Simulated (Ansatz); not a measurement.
## fcc against bcc along the alkaline-earth metals

Theory: DFT, r2SCAN, plane waves (500 eV) with PAW, scalar-relativistic in Ansatz. (PAW data from PBE, frozen cores regenerated.)

Each structure is relaxed within its symmetry, in the lowest magnetic state of the tried starts. Differences under about 8 meV lie within the error of the k-point mesh.

```json
{"element": "Be", "E(fcc) − E(bcc) (meV/atom)": "-15", "V(fcc) (Å³/atom)": "7.88", "V(bcc) (Å³/atom)": "7.83", "state of fcc": "spin not included", "state of bcc": "spin not included"}
{"element": "Mg", "E(fcc) − E(bcc) (meV/atom)": "-7", "V(fcc) (Å³/atom)": "22.71", "V(bcc) (Å³/atom)": "22.50", "state of fcc": "spin not included", "state of bcc": "spin not included"}
{"element": "Ca", "E(fcc) − E(bcc) (meV/atom)": "-15", "V(fcc) (Å³/atom)": "43.13", "V(bcc) (Å³/atom)": "43.24", "state of fcc": "spin not included", "state of bcc": "spin not included"}
{"element": "Sr", "E(fcc) − E(bcc) (meV/atom)": "-11", "V(fcc) (Å³/atom)": "56.86", "V(bcc) (Å³/atom)": "56.32", "state of fcc": "spin not included", "state of bcc": "spin not included"}
{"element": "Ba", "E(fcc) − E(bcc) (meV/atom)": "?", "V(fcc) (Å³/atom)": "?", "V(bcc) (Å³/atom)": "?", "state of fcc": "?", "state of bcc": "?"}
```

Q: Fill in the row of Ba.

A: E(fcc) − E(bcc) (meV/atom): 34; V(fcc) (Å³/atom): 66.97; V(bcc) (Å³/atom): 65.30; state of fcc: spin not included; state of bcc: spin not included.
